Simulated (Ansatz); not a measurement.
Geometry optimisation, UKS B3LYP/def2-SVP (Ansatz).

Input:

```yaml
crystal:
  periodic: [false, false, false]
  atoms:
    - { symbol: B, position_ang: [0.0, 2.0e-05, -0.083352] }
    - { symbol: H, position_ang: [1.0e-06, 2.4e-05, 1.116369] }
    - { symbol: H, position_ang: [1.044781, -1.4e-05, -0.681873] }
    - { symbol: H, position_ang: [-1.044781, -1.4e-05, -0.681872] }
    - { symbol: H, position_ang: [-1.0e-06, -1.5e-05, 2.980727] }
magnetization:
  spin_polarized: true
  initial_magnetization: 1
basis:
  gaussian: { orbitals: def2-SVP }
hamiltonian:
  xc: b3lyp
relax:
  f_tol: 0.03
  max_steps: 50
output:
  orbitals: {}
```

Launched with:

```bash
$ ansatz run input.yaml --threads 1 --pin off --max-ram 2048MiB --backend cpu --events-out ev --progress --plain --runs-dir out
```

Task: Where does it end, and by what steps?

Result: The run converged. The force dipped under the threshold on the way, but the program's further checks kept it going. After 7 steps the energy has fallen by 0.041 eV; H5 moved furthest, 0.91 Å.

| step | energy less start (eV) | largest force component (eV/Å) | accepted |
| --- | --- | --- | --- |
| 0 | 0.0000 | 0.282 | yes |
| 1 | -0.0069 | 0.104 | yes |
| 2 | -0.0254 | 0.152 | yes |
| 3 | -0.0351 | 0.073 | yes |
| 4 | -0.0373 | 0.049 | yes |
| 5 | -0.0394 | 0.010 | yes |
| 6 | -0.0398 | 0.146 | yes |
| 7 | -0.0409 | 0.024 | yes |

```xyz
5
Properties=species:S:1:pos:R:3
B 0.000 0.001 -0.309
H 0.000 -0.002 0.895
H 1.043 0.000 -0.912
H -1.043 0.000 -0.912
H 0.000 0.000 3.888
```

Time of the run: 5.5 s on 1 thread of Arm Neoverse V1, with other jobs on the host, peak memory 0.093 GiB.
